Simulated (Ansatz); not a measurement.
A run of Ansatz (development build ahead of 0.2.0) on singlet CH4O at this shape:

```xyz
6

C     0.0000   -0.0296   -0.6489
O     0.0000   -0.0656    0.7479
H     0.0000   -1.0687   -1.0110
H    -0.8949    0.4658   -1.0751
H     0.8949    0.4658   -1.0751
H     0.0000    0.8400    1.0713
```

Its results:

- Converged: yes
- Reference energy: -115.08859 hartree
- Correlation energy: -0.42817 hartree
- Total energy: -115.51676 hartree
- Spin squared of the determinant: 0.000

(1) Which input gives this output? Name the method, the orbitals and the basis set, and write the input.

Answers

(1) RHF-MP2 in cc-pVTZ. An unrestricted run that stays on the closed shell gives the same numbers.

```yaml
crystal:
  periodic: [false, false, false]
  atoms:
    - { symbol: C, position_ang: [0.0, -0.02965, -0.64891] }
    - { symbol: O, position_ang: [0.0, -0.06563, 0.74793] }
    - { symbol: H, position_ang: [0.0, -1.06866, -1.01096] }
    - { symbol: H, position_ang: [-0.8949, 0.46578, -1.07513] }
    - { symbol: H, position_ang: [0.8949, 0.46578, -1.07513] }
    - { symbol: H, position_ang: [0.0, 0.84, 1.07125] }
basis:
  gaussian: { orbitals: cc-pVTZ }
hamiltonian:
  xc: hf
correlation:
  method: mp2
  frozen_orbitals: { C: 1, H: 0, O: 1 }
```
